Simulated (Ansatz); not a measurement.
Compare A (`ClCC(Cl)Cl`) with its isomer B (`CC(Cl)(Cl)Cl`).

Computed with Ansatz on PBE0-D4/def2-TZVP structures; ΔE is electronic, products minus reactants. CCSD(T)/CBS is the MP2 limit (def2-TZVPP, def2-QZVPP) plus CCSD(T) − MP2 in def2-TZVPP, frozen cores. DFT in def2-TZVPP. B3LYP here is the variant with VWN-RPA as its local correlation; programs differ in this. Each species was taken in one conformer, which may not be the lowest.

A:

Z-matrix (Å, degrees):
```
C
C 1 1.510
Cl 1 1.772 2 111.2
H 1 1.089 2 110.4 3 120.6
H 1 1.089 2 109.1 3 -118.6
Cl 2 1.776 1 108.0 3 171.4
Cl 2 1.765 1 111.9 3 -66.3
H 2 1.087 1 111.7 3 53.8
```

B:

```xyz
8

C    -0.4445    0.3024   -0.6541
C     0.3469   -0.2361    0.5105
Cl   -0.6905   -1.2467    1.5369
Cl    0.9868    1.1036    1.4837
Cl    1.7040   -1.2179   -0.0772
H    -1.2739    0.9029   -0.2806
H     0.2029    0.9206   -1.2760
H    -0.8316   -0.5288   -1.2432
```

(1) Which is lower in electronic energy at CCSD(T)/CBS, and by how much? (Best estimate.)

(2) Give E(B) − E(A) in kcal/mol with BLYP-D4, ωB97M-V, HF/def2-TZVPP, LDA (SPW92), B3LYP-D4, PBE0-D4, CCSD(T)/def2-SVP. (An estimate is asked.)

(3) Does the order hold for the free energy at 298.15 K (harmonic terms from PBE0-D4)? (Best estimate.)

Largest T1 diagnostic: 0.009.

Results:

(1) Ansatz gave: A, by 1.9 kcal/mol.

(2) The calculation gave: BLYP-D4 1.5, ωB97M-V 1.9, HF/def2-TZVPP 5.7, LDA (SPW92) 0.4, B3LYP-D4 2.3, PBE0-D4 2.3, CCSD(T)/def2-SVP 0.7. None reverses the order clearly.

(3) Ansatz gave: Yes: G(B) − G(A) = +2.1 kcal/mol, for one conformer each.

At CCSD(T), def2-SVP lies −1.2 kcal/mol from the extrapolated value and def2-TZVPP +0.5 kcal/mol. From BLYP to BHLYP (50 % exact exchange), in def2-TZVPP and without D4, E(B) − E(A) moves by +1.5 kcal/mol.
